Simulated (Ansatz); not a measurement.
A nudged elastic band was laid between two geometries of H6OSi2 (9 atoms, charge 0, multiplicity 1).

Method: RKS PBE/def2-SVP (Ansatz).

* movable images: 5
* climbing image: yes
* spring: 5.0 eV/Å²
* optimiser: fire
* start path: IDPP
* force threshold: 0.05 eV/Å
* iteration limit: 60
* end points: relaxed
* largest step: 0.02 Å

Image 0:

```xyz
9
Properties=species:S:1:pos:R:3
Si -0.708 1.063 -0.934
O 0.499 0.115 -0.266
Si 0.800 -1.056 0.891
H -1.791 0.202 -1.529
H -0.092 1.906 -2.012
H -1.320 1.958 0.112
H 2.259 -1.401 0.834
H -0.018 -2.291 0.620
H 0.461 -0.543 2.266
```

Image 6:

```xyz
9
Properties=species:S:1:pos:R:3
Si -0.781 1.236 -0.603
O 0.392 0.356 0.202
Si 0.857 -1.193 0.630
H -2.131 1.026 0.032
H -0.857 0.821 -2.049
H -0.410 2.688 -0.519
H 2.137 -1.095 1.406
H 1.078 -2.038 -0.598
H -0.198 -1.847 1.484
```

(1) What changes between the two ends?

(2) What energy profile does the band end with?

(3) What is the geometry of the highest image?

Answers

(1) No bond is made or broken. The dihedral H4–Si1–O2–Si3 goes from -60 to 61°. The two ends are copies of one structure, up to a mirror image or an exchange of like atoms.

(2) The forces met the threshold. The highest image is number 3 of 0 to 6, 0.3 kcal/mol above the ends, which have the same energy within 2 meV. Another band between the same ends (5 images) ends at a top of the same energy, where a vibrational analysis finds 1 clearly imaginary mode.

```tsv
image	path coordinate (Å)	energy (kcal/mol)	dihedral H4–Si1–O2–Si3 (°)
0	0.00	0.0	-60
1	0.62	0.1	-42
2	1.24	0.3	-22
3	1.86	0.3	0
4	2.48	0.3	22
5	3.10	0.1	43
6	3.72	0.0	61
```

(3) 
```xyz
9
Properties=species:S:1:pos:R:3:forces:R:3
Si -0.739 1.178 -0.780 0.01 0.01 0.00
O 0.448 0.263 -0.040 0.02 0.01 0.00
Si 0.823 -1.149 0.771 -0.02 -0.02 0.00
H -2.075 0.483 -0.719 0.01 0.00 0.00
H -0.364 1.404 -2.217 -0.01 -0.01 -0.01
H -0.841 2.508 -0.087 -0.01 0.00 0.01
H 2.290 -1.130 1.089 -0.01 0.01 0.00
H 0.513 -2.350 -0.083 0.01 0.00 0.00
H 0.035 -1.253 2.050 0.00 0.00 0.01
```

The run took 3.6 min on 1 CPU thread of a shared host.
